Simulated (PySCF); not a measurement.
Identify the compound

The spectra below were simulated for a compound C$_{4}$H$_{4}$FN.

1H NMR (500 MHz, computed): δ 10.03 (ddd, J = 2.4, 2.0, 1.4 Hz, 1H), 7.00 (ddd, J = 88.7, 6.0, 1.4 Hz, 1H), 4.16 (ddd, J = 34.0, 10.2, 6.0 Hz, 1H), 2.80 (dd, J = 10.2, 2.4 Hz, 1H).

13C{1H} NMR (computed): δ 177.9 (CH), 162.8 (CH, d, J = 340.3 Hz), 123.5 (CH), 28.8 (CH, d, J = 9.7 Hz).

[PySCF: shieldings: GIAO PBE/pcSseg-2; PBE0-D3(BJ)/def2-SVP structure; J: B3LYP/pcJ-1 (spin–dipole term only in couplings to heteroatoms); one conformer; in vacuum; relativity neglected]

Referencing at the same level of theory: TMS for 1H (31.18 ppm) and 13C (179.39 ppm).

Problem. Choose the structure that fits.
A. N#CC/C=C/F
B. F/C=C\[C@H]1C=N1
C. N#CC/C=C\F

Solution. B. 

The formula gives 3 degrees of unsaturation (1 ring in the answer). 4 carbon signals for 4 carbons: no two carbons are equivalent. Carbon types of the structure: 4 × CH, which accounts for all hydrogens. δC 177.9: C=N carbon. δC 162.8, 123.5: alkene CH; the olefinic region. δH 10.03: hydrogen on a C=N carbon. δH 7.00, 4.16: hydrogen on an alkene CH; a vinylic proton, deshielded by the sp2 carbon and the C=C anisotropy. δH 2.80: hydrogen on a three-membered-ring carbon; its carbon carries N, hence the downfield position. The protons at 7.00 and 4.16 share a coupling of 6.0 Hz (vicinal, cis across C=C).

The others: N#CC/C=C/F would give 3 signals for carbon-bound and other non-exchanging H, not 4; N#CC/C=C\F would give 3 signals for carbon-bound and other non-exchanging H, not 4.

C–F couplings over four or more bonds (about 3 Hz to the para carbon of a fluoroarene) are left out. Common functionals overestimate the size of one-bond C–F couplings by tens of Hz; these are unscaled. Multiplet labels drop couplings under 1 Hz and merge nearly equal ones. Unscaled 3J(H,H) at this level run about 10 % above measured values. Shifts are as computed, not scaled to solution data. Of 1211 compounds with measured shifts, 218 miss one by over three times the rms of a fit or turn the order of signals round; such compounds aren't used in these exercises. Couplings across =CH–CH2 type bonds come from one rotamer and its mirror image, and can be 1–2 Hz further off. Only one conformer was computed, so three-bond couplings in flexible chains and rings are approximate.
